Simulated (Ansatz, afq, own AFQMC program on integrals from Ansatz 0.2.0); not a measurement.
# CH$_{2}$N, quartet: AFQMC among the cluster methods

```yaml
atoms:
  - { symbol: N, position_ang: [0.0000, 0.0000, 0.5481] }
  - { symbol: C, position_ang: [0.0000, 0.0000, -0.8171] }
  - { symbol: H, position_ang: [0.0000, 0.8633, 1.0602] }
  - { symbol: H, position_ang: [0.0000, -0.8633, 1.0602] }
```

Connectivity, by distances: NH2–C.

Basis cc-pVDZ. Noble-gas cores (and the filled d shells of Ga–Kr and In–Xe) are frozen. Integrals, coupled cluster, full CI and functionals: Ansatz 0.2.0; the random walks run on the same integrals in our own AFQMC program. The CISD trial takes its coefficients from CCSD amplitudes. Released means that phaseless walkers are propagated on without the constraint, phases kept. Free projection: walkers drawn from exp(T), propagated without any constraint. Its projection time is finite, and what remains of the start isn't in its error. Error bars are statistical, one sigma.

Determinant: UHF, the one that the program's search chose, which needn't be the lowest solution. The geometry is a point of a scan.

No full CI on the walks' own integrals is used here; CCSDT(Q) serves as the reference and is uncertain by about the last step of the cluster series.

Cautions: lower spins were not checked.

* T1 diagnostic: 0.0161
* weight of the determinant in the CISD state: 0.915
* ⟨S²⟩ of the determinant: 3.758
* size of the correlated space: 11 electrons in 36 orbitals

Reference: CCSDT(Q), correlation energy -6.891 eV. The released energy is read at 1.62 1/Eh, later times being too noisy (meV from the phaseless value at times in 1/Eh: -29 ± 14 at 0.24, -26 ± 13 at 0.51, -9 ± 11 at 0.99, -1 ± 14 at 1.62, -21 ± 25 at 2.40).

```tsv
level	E − E(reference) (kJ/mol)	share of correlation (%)
HF	664.8	0.00
MP2	75.5	88.64
CCSD	17.4	97.39
CCSD(T)	2.6	99.61
CCSDT	1.2	99.81
ph-AFQMC/HF	1.6 ± 4.4	99.76
ph-AFQMC/CISD	2.7 ± 1.0	99.60
released AFQMC	2.6 ± 1.4	99.61
free AFQMC	-0.4 ± 1.0	100.07
```

Free projections are given only where their last times agree within the noise and don't stop above the reference; a slow remainder of the start can still hide under it. A walk keeps the symmetry of its determinant, which the program's search chose and which needn't be the lowest solution, so a lower state of the same spin and another symmetry isn't excluded. Released energies are given only where the last usable release times agree within the noise; a slower fall can still hide under it.
